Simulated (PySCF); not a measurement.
## Simulated absorption spectrum

Species: BH2(CN), CH2BN.
SMILES: `[H]B([H])C#N`

Method: TDDFT CAM-B3LYP/def2-SVPD, vertical, gas phase, core orbitals frozen in the response (PySCF). Isolated species at its PBE0-D3(BJ)/def2-SVP geometry, gas phase.

Computed states:

| state | E (eV) | f |
| --- | --- | --- |
| S1 | 4.54 | 0.0000 |
| S2 | 6.15 | 0.013 |
| S3 | 6.28 | 0.067 |
| S4 | 6.40 | 0.0000 |
| S5 | 7.72 | 0.0077 |
| S6 | 8.28 | 0.0000 |
| S7 | 9.26 | 0.0011 |
| S8 | 9.32 | 0.0071 |
| S9 | 9.36 | 0.486 |
| S10 | 9.78 | 0.0000 |

Broadening: Gaussians 0.4 eV wide at half height, area fixed by f = 4.319×10⁻⁹ ∫ε dν̃. The width is an assumption, not a result. The curve ends short of the highest state used, and states not computed would add to its high-energy end.

Q: What does the envelope look like, and where are its maxima?

A: 
(E (eV), ε (L mol⁻¹ cm⁻¹)): (3.94, 0), (4.09, 0), (4.24, 0), (4.39, 0), (4.54, 0), (4.69, 0), (4.84, 0), (4.99, 0), (5.14, 0), (5.29, 0), (5.44, 0), (5.59, 5), (5.74, 80), (5.89, 614), (6.04, 2420), (6.19, 4819), (6.34, 4711), (6.48, 2373), (6.63, 549), (6.78, 59), (6.93, 3), (7.08, 0), (7.23, 8), (7.38, 70), (7.53, 278), (7.68, 506), (7.83, 422), (7.98, 162), (8.13, 28), (8.28, 2), (8.43, 0), (8.58, 1), (8.73, 33), (8.88, 589), (9.03, 4887), (9.18, 18643)

Maxima: 198 nm (6.26 eV), ε about 5200, made up of S2 (14%) and S3 (86%); 161 nm (7.72 eV), ε about 520, made up of S5 (100%) (ε in L mol⁻¹ cm⁻¹; maxima over ε = 5, shares over 10%). At its high-energy end, 9.18 eV, the curve is still rising (ε about 19000, from S9).

Q: Coming from long wavelengths, where does ε first pass 100 L mol⁻¹ cm⁻¹?

A: At about 215 nm (5.76 eV), 1.22 eV above S1.

Q: What would ε be at 6.26 eV, the highest of these maxima, with half the width (0.2 eV)?

A: About 9580 L mol⁻¹ cm⁻¹ against 5220, a factor of about 1.8; a lone state at its own centre would give exactly 2.

Q: Does any computed singlet lie in the visible range?

A: No computed singlet lies in the visible range (380 to 750 nm); the lowest, at 273 nm, stands 1.28 eV above its violet end (3.26 eV).

On x86-64 server, one thread, on a shared host, this took 2.8 s of wall time.
